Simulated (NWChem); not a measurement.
A series in which one site is exchanged, each optimised at PBE0/def2-SVP with NWChem, gas phase unless a solvent is named. For some, no frequency run checked for a minimum. def2 effective core potentials on Zr, Hf; no spin-orbit coupling.

A: ClC(Cl)Cl (CHCl$_{3}$; site = C)
B: [Cl][HfH]([Cl])[Cl] (HfHCl$_{3}$; site = Hf)
C: [Cl][GeH]([Cl])[Cl] (GeHCl3; site = Ge)
D: [Cl][ZrH]([Cl])[Cl] (ZrHCl$_{3}$; site = Zr)

Values for A:

```
Quantity                                            Result
--------------------------------------------------  ------
dipole (D), PBE0/def2-SVP                             1.17
orbital gap (eV), PBE0/def2-SVP                       8.53
static polarisability, PBE/def2-SVPD (bohr³)          58.4
lowest singlet excitation, PBE/def2-SVPD, TDA (eV)    5.68
```

How do these values change for the other members?


```
change from A                                           B      C      D
--------------------------------------------------  -----  -----  -----
dipole (D), PBE0/def2-SVP                           -0.97  +0.35  -0.96
orbital gap (eV), PBE0/def2-SVP                     -1.50  -0.56  -1.98
static polarisability, PBE/def2-SVPD (bohr³)        +28.4  +15.5  +30.6
lowest singlet excitation, PBE/def2-SVPD, TDA (eV)  -0.83  -0.19  -1.34
```
